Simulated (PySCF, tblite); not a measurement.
# C3H6Cl radical: geometry, infrared bands and EPR parameters

Aim: predict the infrared bands and EPR parameters of C3H6Cl radical (`C[C](C)Cl`).

Programs: tblite 0.8.0 and PySCF 2.14.0, with density-fitted response routines of our own. Each step states its level of theory. These are calculated values for one molecule in the gas phase, unless marked as measured. Atoms count from 0, in the outputs and in this text.

## 1. The starting structure

10 atoms, charge 0, multiplicity 2; geometry from: force field or distance geometry start.

Bonds of the start (Å): C0–C1 1.47, C1–C2 1.49, C1–Cl3 1.71, C0–H4 1.10, C0–H5 1.09, C0–H6 1.10, C2–H7 1.09, C2–H8 1.09, C2–H9 1.09.

## 2. Geometry optimisation with GFN2-xTB

Job settings and geometry (Å):

```
{"job": {"kind": "relax", "xc": "GFN2-xTB", "basis": "xTB"}, "charge": 0, "multiplicity": 2}
C     -1.245600     0.197300    -0.325400
C     -0.079800    -0.371000     0.360600
C      1.318500    -0.013600    -0.020500
Cl    -0.316100    -1.127600     1.881200
H     -1.343200     1.266800    -0.097000
H     -1.159700     0.077600    -1.410200
H     -2.183800    -0.287100    -0.024800
H      2.059900    -0.633000     0.480200
H      1.519700     1.031100     0.231800
H      1.439000    -0.135800    -1.098500
```

Launch:

```console
OMP_NUM_THREADS=1 python probes_run.py task.json out
```

This one command runs all jobs of the session in turn.

**Question.** This job is followed by: GFN2-xTB harmonic vibrations, gas phase; UKS B3LYP, pcH-1 on C Cl H, non-relativistic, mean-field spin-orbit, GIAO. What will the session give for the following? strongest single infrared mode (GFN2-xTB); zero-point energy (GFN2-xTB); g(iso) (B3LYP); ⟨S²⟩; largest a(iso) (averaged by class); potential on the surface of density 0.002 e/bohr³, 1st and 99th percentile.

The runs gave:

| quantity | value |
| --- | --- |
| strongest single infrared mode (GFN2-xTB) | 1173 cm⁻¹, 81 km/mol |
| zero-point energy (GFN2-xTB) | 49.5 kcal/mol |
| g(iso) (B3LYP) | 2.00539 |
| ⟨S²⟩ | 0.754 (exact 0.75) |
| largest a(iso) (averaged by class) | 13C on C1, 164.3 MHz |
| potential on the surface of density 0.002 e/bohr³, 1st and 99th percentile | -0.62 V and 0.86 V |

The optimisation took 46 steps and gained 0.026 eV; among the close pairs (by a distance rule), C0–C1 changed most, from 1.467 to 1.483 Å. No mode is imaginary among the 24: a minimum at this level. The strongest single mode, at 1173 cm⁻¹, has its largest shares on C1, H9 and H5 (the list is cut at 3 atoms). GFN2-xTB is a fitted tight-binding method: band positions and strengths are rough. Its intensities can rank the bands wrongly. Most of the unpaired spin sits on C1 (0.89 e). The isotropic g lies 3.1 ppt above the free-electron value. The conformer search found further structures of the same energy, which may be mirror or relabelled copies of this one.
